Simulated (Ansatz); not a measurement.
**AlSiH₄ (doublet): from Hartree-Fock to the top rungs at a displaced geometry (v2), cc-pVDZ**

The task here is to estimate one member of a computed series from the others.

The runs use Ansatz 0.2.0, Gaussian basis; cc-pVDZ, core rule «outside noble gas», up to 10 orbitals frozen.

Plan: UHF; CCSD(T) on ROHF; CCSD(T) on UHF; BCCD(T) on ROHF; CISD as a restricted active space (open shells left free, so some higher excitations enter); CCSDT(Q) on ROHF; CCSDT(Q) on UHF; CASSCF and MRCISD+Q, 9 electrons in 9 orbitals; CASSCF and NEVPT2, 9 electrons in 9 orbitals.

15 further runs of the same task are left out: 4 that didn't finish, 11 set aside as unsound or not needed. Runs told in other sessions of the task aren't counted.

## The system

The geometry is a PBE0/def2-TZVP stationary point (not a proven minimum) with its atoms shifted at random (size 0.100 Å).

6 atoms, charge 0, spin multiplicity 2.

Atoms are counted from 1 here; the program's logs count them from 0.

Bond lengths: Si1–Al2 2.470 Å, Si1–H3 1.474 Å, Si1–H4 1.535 Å, Si1–H5 1.602 Å, Al2–H6 1.590 Å. Angles: Al2–Si1–H3 115.7°, Al2–Si1–H4 112.6°, Al2–Si1–H5 101.5°, H3–Si1–H4 112.3°, H3–Si1–H5 107.8°, H4–Si1–H5 105.9°, Si1–Al2–H6 124.2°.

The first run:

File in.yaml:

```yaml
crystal:
  periodic: [false, false, false]
  atoms:
    - {symbol: Si, position_ang: [0.078280, 0.050265, 1.155179]}
    - {symbol: Al, position_ang: [-0.086594, -0.091884, -1.305515]}
    - {symbol: H, position_ang: [-0.009974, 1.407341, 1.723457]}
    - {symbol: H, position_ang: [1.272038, -0.737209, 1.712421]}
    - {symbol: H, position_ang: [-1.228828, -0.756342, 1.609538]}
    - {symbol: H, position_ang: [0.103606, 1.145257, -2.286281]}
basis:
  gaussian: {orbitals: cc-pVDZ}
magnetization: {spin_polarized: true, initial_magnetization: 1}
hamiltonian: {xc: hf}
output: {orbitals: {seedname: orbitals}}
```

Started as:

```
> ansatz run in.yaml --threads 1 --pin off --events-out ev --progress --plain --max-ram 2393MiB
```

Among the steps run: UHF; CCSD(T) on ROHF; CCSD(T) on UHF; BCCD(T) on ROHF; CISD as a restricted active space (open shells left free, so some higher excitations enter); CCSDT(Q) on ROHF; CCSDT(Q) on UHF; CASSCF and MRCISD+Q, 9 electrons in 9 orbitals; CASSCF and NEVPT2, 9 electrons in 9 orbitals.

One table of the session follows, with a row left open; its other results are not shown here.

```
           method  from UCCSDT(Q) (meV)
             ROHF               +5522.7
              UHF               +5488.4
             RMP2                     ?
             UMP2               +1304.2
             CISD                +602.7
            RCCSD                +167.0
            UCCSD                +165.6
         RCCSD(T)                 +37.3
         UCCSD(T)                 +37.0
          BCCD(T)                 +36.6
           RCCSDT                  +5.6
           UCCSDT                  +5.2
        RCCSDT(Q)                  +0.4
        UCCSDT(Q)                     0
  CASSCF frontier               +3951.3
  MRCISD frontier                +343.6
MRCISD+Q frontier                 +31.2
```

**Question.** Estimate the row for RMP2.

The run gave: from UCCSDT(Q) (meV): +1309.1. In the column «from UCCSDT(Q) (meV)» it lies between UMP2 (+1304.2) and CASSCF frontier (+3951.3).

Not comparable, so not listed: CASSCF and NEVPT2, 9 electrons in 9 orbitals (they don't share determinant, frozen orbitals or solution with the rows shown, or repeat one).

Limits of these values: Restricted and unrestricted rows rest on different reference determinants; a gap between their highest levels can come from leftover correlation error, from unlike frozen cores or from another state. Warnings in the runs' records: passed over end.
